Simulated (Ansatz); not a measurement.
Reactions of C3H4FNO, SMILES `C=C(O)C(=N)F`.

Isolated molecules relaxed with PBE0-D4/def2-TZVP in Ansatz; ΔE leaves out vibrations. CCSD(T)/CBS adds triple-zeta CCSD(T) − MP2 to the extrapolated MP2 energy (def2 sets, frozen cores). This one scheme is used for every species, atoms too. For atomizations the MP2-based limit and the directly extrapolated one differ by several kJ/mol either way, and by 10 to 25 for some Ge, Se and Sn compounds, so smaller differences from it don't rank the levels. Functionals use def2-TZVPP. No spin–orbit coupling; open shells (•) take unrestricted orbitals. Spin–orbit coupling would lower the free atoms: a little for C, F, O. One conformer a species, not always the lowest.

```json
{"reaction": "`C=C(O)C(=N)F` → `N/C=C1\\OC1F`", "PBE0-D4 (eV)": "1.20", "ωB97X-V (eV)": "1.25"}
{"reaction": "`C=C(O)C(=N)F` → `N=C(O)C=CF`", "PBE0-D4 (eV)": "-0.16", "ωB97X-V (eV)": "-0.15"}
{"reaction": "`C=C(O)C(=N)F` + H₂ → `C=CC(=N)F` + H₂O", "PBE0-D4 (eV)": "-0.92", "ωB97X-V (eV)": "-0.90"}
{"reaction": "`C=C(O)C(=N)F` + HCl → `C=C(O)Cl` + `N=CF`", "PBE0-D4 (eV)": "0.47", "ωB97X-V (eV)": "0.47"}
{"reaction": "`C=C(O)C(=N)F` + H₂ → `C=C(O)C=N` + H–F", "PBE0-D4 (eV)": "-0.90", "ωB97X-V (eV)": "-0.80"}
{"reaction": "`C=C(O)C(=N)F` + H₂O → `C=C(O)C(=N)O` + H–F", "PBE0-D4 (eV)": "-0.37", "ωB97X-V (eV)": "-0.32"}
{"reaction": "`C=C(O)C(=N)F` → 3 C• + F• + 4 H• + N• + O•", "PBE0-D4 (eV)": "44.21", "ωB97X-V (eV)": "43.85"}
{"reaction": "`C=C(O)C(=N)F` + `OC=S` → `C=C(O)OC=S` + `N=CF`", "PBE0-D4 (eV)": "0.41", "ωB97X-V (eV)": "0.39"}
```

**Question.** Give the CCSD(T)/CBS values in the same order. (Estimate.)

**Answer.** The calculation gave: 1.39, -0.16, -1.05, 0.49, -1.01, -0.38, 43.66, 0.44 eV.

Largest T1 diagnostic: 0.018, for `OC=S`.
